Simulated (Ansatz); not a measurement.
## doublet NaO: levels of theory in one basis

```yaml
atoms:
  - { symbol: Na, position_ang: [0.0000, 0.0000, 0.0000] }
  - { symbol: O, position_ang: [0.0000, 0.0000, 2.2572] }
```

Basis set: def2-SVP (spherical functions). Left uncorrelated: 2 orbitals. Correlation on ROHF uses semicanonical orbitals with singles. Charge 0, multiplicity 2.

Computed with Ansatz (development build ahead of 0.2.0); each method stands on the lowest determinant of its kind that the runs found.

```
  method  E − E(ROHF) (eV)  <S²> of the determinant
    ROHF              0.00                        –
     UHF             -0.10                     0.76
ROHF-MP2             -4.28                        –
 UHF-MP2             -4.29                     0.76
```

Question: What does ROHF-CCSD(T) give on the same scale?

Answer: -4.68 eV.
